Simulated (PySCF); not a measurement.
Fluoroacetylene, C2HF, SMILES C#CF, point group C∞v.

Level: B3LYP/pcJ-1 in PySCF (density fitting, grid level 2); geometry and Hessian at that level, cubic constants and property derivatives from steps of ±0.6 along each species' dimensionless normal coordinates, second-order vibrational perturbation theory. The parent has the commonest isotopes.

Equilibrium geometry (Å):

| atom | x | y | z |
| --- | --- | --- | --- |
| C1 | -0.6330 | 0.0670 | -0.6697 |
| C2 | 0.5445 | -0.0469 | -0.5211 |
| F3 | 1.8088 | -0.1693 | -0.3613 |
| H4 | -1.6794 | 0.1683 | -0.8017 |

An isotope shift is δ(isotopologue) − δ(parent), that is, the negative of the change in the averaged GIAO shielding; n counts bonds from the nearest label (0: the labelled atom itself). These are computed values; those of heavy atoms are rounded to 5 ppb, about the numerical noise. One-bond deuterium shifts of ¹³C at such levels come out too large, by a quarter to a half.

**Question.** What isotope shifts arise with ²H at 4?

**Answer.** 
```
nucleus  n  0 K (ppb)  200 K (ppb)
     H4  0       -150         -142
     C1  1       -350         -340
     C2  2       -460         -400
     F3  3       -720         -640
```

**Question.** What isotope shifts arise with ¹³C at 2?

**Answer.** 
```tsv
nucleus	n	0 K (ppb)	200 K (ppb)
C2	0	-35	-30
C1	1	-60	-45
F3	1	-110	-105
H4	2	-1	-1
```

**Question.** What isotope shifts arise with ¹³C at 2, ²H at 4?

**Answer.** 
```json
{"nucleus": "C2", "n": "0", "0 K (ppb)": "-490", "200 K (ppb)": "-430"}
{"nucleus": "H4", "n": "0", "0 K (ppb)": "-151", "200 K (ppb)": "-143"}
{"nucleus": "C1", "n": "1", "0 K (ppb)": "-410", "200 K (ppb)": "-385"}
{"nucleus": "F3", "n": "1", "0 K (ppb)": "-825", "200 K (ppb)": "-740"}
```
